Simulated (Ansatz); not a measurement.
## Ba3Rh: from a trial structure to a relaxed crystal

Method: DFT PBE, scalar-relativistic, plane waves, PAW (Ansatz 0.2.0). Cutoff 420 eV, Γ-centred k mesh, Gaussian smearing, no spin polarisation in the final step.

The start puts Ba3Rh on the Cu3Au (L1_2) structure type (Pm-3m, No. 221), with Rh in place of Au, Ba in place of Cu, at a guessed volume.

```xyz
4
Lattice="4.9727 0.0000 0.0000 0.0000 4.9727 0.0000 0.0000 0.0000 4.9727" Properties=species:S:1:pos:R:3 pbc="T T T"
Ba    0.0000    2.4863    2.4863
Ba    2.4863    0.0000    2.4863
Ba    2.4863    2.4863    0.0000
Rh    0.0000    0.0000    0.0000
```

Steps on the 4×4×4 mesh (4 atoms). 4 of 4 steps are shown, and the free energy counts from the last. Trial steps that were taken back and renewals of the plane-wave basis can be among the rows.

```csv
step,ΔF (meV/atom),V (Å³/atom),P (GPa)
1,86.9,30.74,4.94
2,9.4,34.99,1.32
3,0.6,36.83,0.24
4,0.0,36.83,0.27
```

A final relaxation ran on a 10×10×10 mesh. The relaxed crystal, Pm-3m (No. 221):

Space group Pm-3m (No. 221). a = 5.279 Å, b = 5.279 Å, c = 5.279 Å, α = 90.00°, β = 90.00°, γ = 90.00°
| atom | site | symmetry | x | y | z |
| --- | --- | --- | --- | --- | --- |
| Ba | 3c | 4/mm.m | 0.0000 | 0.5000 | 0.5000 |
| Rh | 1a | m-3m | 0.0000 | 0.0000 | 0.0000 |

| Property | Result |
| --- | --- |
| Volume per atom | 36.78 Å³ |
| Density | 5.81 g/cm³ |
| Energy over the elements | 0.25 eV/atom |
| Gap on the 10×10×10 mesh | 0 eV (a metal) |

Energies over the elements count from the elements' standard structures at the same level, with no empirical corrections.

The final run used a 10×10×10 mesh on its 4-atom cell and 0.10 eV smearing. The k mesh leaves about 4 meV/atom of noise in metals.

A structure relaxed within its symmetry needn't be a true minimum.

Cost: 3 runs of about 0.55 core-minutes in all, on Intel Xeon 6975P-C (Granite Rapids) (shared hosts).